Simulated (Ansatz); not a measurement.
## [H···H···Si], triplet along the distance H1-H2

Starting geometry:

```yaml
atoms:
  - { symbol: H, position_ang: [0.0000, 0.0000, -1.1670] }
  - { symbol: H, position_ang: [0.0000, 0.0000, -0.4220] }
  - { symbol: Si, position_ang: [0.0000, 0.0000, 1.5890] }
```

From there H2 is moved from one fragment to the other while all else, the fragments' distance too, stays fixed; atoms are numbered as listed. Energies are in kcal/mol, counted from the starting geometry at the same level. Kohn–Sham curves are unrestricted where that lies lower.

Basis cc-pVDZ; Ansatz 0.2.0. Only valence electrons are correlated (noble-gas cores frozen).

A value is left out where its run failed or describes another state than the reference as far as symmetry and spin tell, or, spin-broken singlets apart, can't be checked. The reference follows the lowest state, whose symmetry changes from Σ⁻ or Δ to Π between 1.071 and 1.153.

In so small a basis the reference is far from its limit while semilocal and hybrid functionals are nearer theirs (RPA and double hybrids share much of the reference's basis error), so the functionals' errors here hold much of the reference's basis and frozen-core error, which can add to them or hide them.

Full CI is exact within this basis and frozen core; it isn't the basis-set limit.

```tsv
distance H1-H2 (Å)	full CI	PBE0	r2SCAN0	wB97M-V	B2PLYP
0.693	1.6	2.1	1.9	1.7	1.7
0.745	0.0	0.0	0.0	0.0	0.0
0.827	2.2	1.3	1.7	2.0	2.1
0.908	7.9	6.3	7.0	7.7	7.9
0.990	15.8	13.6	14.6	15.9	15.9
1.071	24.6	–	–	–	–
1.153	31.6	26.8	27.3	28.1	28.3
1.234	35.0	30.5	30.5	31.6	31.5
1.316	39.1	35.3	34.8	36.0	35.7
```
